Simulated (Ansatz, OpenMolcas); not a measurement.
Heat of formation of C2H6 (ethane) from total energies

C2H6: 8 atoms, total charge 0, spin state singlet. As SMILES, `CC`. The coordinates come from a PBE0-D4/def2-TZVP relaxation.

| atom | x (Å) | y (Å) | z (Å) |
| --- | --- | --- | --- |
| C | -0.3268 | 0.1322 | -0.6725 |
| C | 0.3268 | -0.1322 | 0.6725 |
| H | 0.0705 | -0.5296 | -1.4459 |
| H | -1.4071 | -0.0257 | -0.6290 |
| H | -0.1586 | 1.1602 | -1.0024 |
| H | -0.0704 | 0.5296 | 1.4459 |
| H | 1.4071 | 0.0256 | 0.6289 |
| H | 0.1585 | -1.1601 | 1.0025 |

Total energies at B3LYP/def2-SVPD (OpenMolcas 26.06); the atoms run unrestricted:

```
species    state  energy (Eh)
   C2H6  singlet   -79.776982
      C  triplet   -37.814940
      H  doublet    -0.501259
```

Harmonic wavenumbers at PBE0-D4/def2-TZVP, in cm⁻¹: 309, 822, 822, 1026, 1216, 1217, 1398, 1417, 1495, 1495, 1497, 1497, 3049, 3050, 3106, 3106, 3131, 3131.

Measured heats of formation of the gaseous atoms at 298.15 K, in kJ/mol: C 716.9, H 218.0. Take 1 Eh = 2625.50 kJ/mol, 1 cm⁻¹ = 0.0119627 kJ/mol, RT = 2.479 kJ/mol.

**Question.** Work out the heat of formation of the gas at 298 K.

**Answer.** 
1. Electronic atomisation energy: 2 × (-37.814940) + 6 × (-0.501259) − (-79.776982) = 1.139548 Eh = 2991.9 kJ/mol.
2. Zero-point energy: half the sum of the wavenumbers, 16392 cm⁻¹ = 196.1 kJ/mol.
3. Thermal vibrational enthalpy, Σ hcν̃/(exp(hcν̃/kT) − 1): 1.7 kJ/mol. Translation, rotation and pV of a non-linear molecule: 4 RT = 9.9 kJ/mol.
4. The 8 free atoms carry 5/2 RT each: 49.6 kJ/mol.
5. Atomisation enthalpy at 298 K: 2991.9 − 196.1 − 1.7 − 9.9 + 49.6 = 2833.8 kJ/mol.
6. Sum of the atoms' heats of formation: 2741.8 kJ/mol. Heat of formation: 2741.8 − 2833.8 = -92.0 kJ/mol.

The tabulated value is -83.8 kJ/mol (Active Thermochemical Tables), so this level is off by -8.2 kJ/mol, or 0.3 % of the atomisation enthalpy. So close a hit in a small basis owes something to errors that cancel. Anharmonicity and any spin-orbit splitting of the molecule are left out.
